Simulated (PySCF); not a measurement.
## CO⁺: from constants to spectrum

PBE0 constants of CO⁺, ²Σ⁺ (doublet), unpaired electrons σ ↑ (basis C def2-TZVP, O def2-TZVP; no relativity; PySCF 2.14; masses 12.0000 and 15.9949 u):

| Item | Value |
| --- | --- |
| ωe | 2334.7 cm⁻¹ |
| ωexe | 14.3 cm⁻¹ |
| Be | 2.0093 cm⁻¹ |
| αe | 0.0175 cm⁻¹ |
| D (centrifugal) | 5.95e-06 cm⁻¹ |
| De to C⁺ + O | 8.62 eV |

Q: Give the vibrational terms G(v) and spacings up to v = 6.

A: G(v) = ωe(v+½) − ωexe(v+½)².

```csv
v,G(v) (cm⁻¹),G(v) − G(v−1),Bv (cm⁻¹)
0,1164,,2.001
1,3470,2306,1.983
2,5747,2278,1.966
3,7996,2249,1.948
4,10217,2220,1.931
5,12408,2192,1.913
6,14571,2163,1.896
```

Q: How well does the Morse estimate ωe²/(4ωexe) reproduce De, and what is D0?

A: It gives 11.81 eV, 137 % of the computed De. D0 = De − G(0) = 8.62 − 0.14 = 8.48 eV.

For an ion De counts to the pair picked by the measured ionisation energies or electron affinities, which need not be the lowest pair at this level. The state was picked by a PBE0 search and need not be the measured ground state.
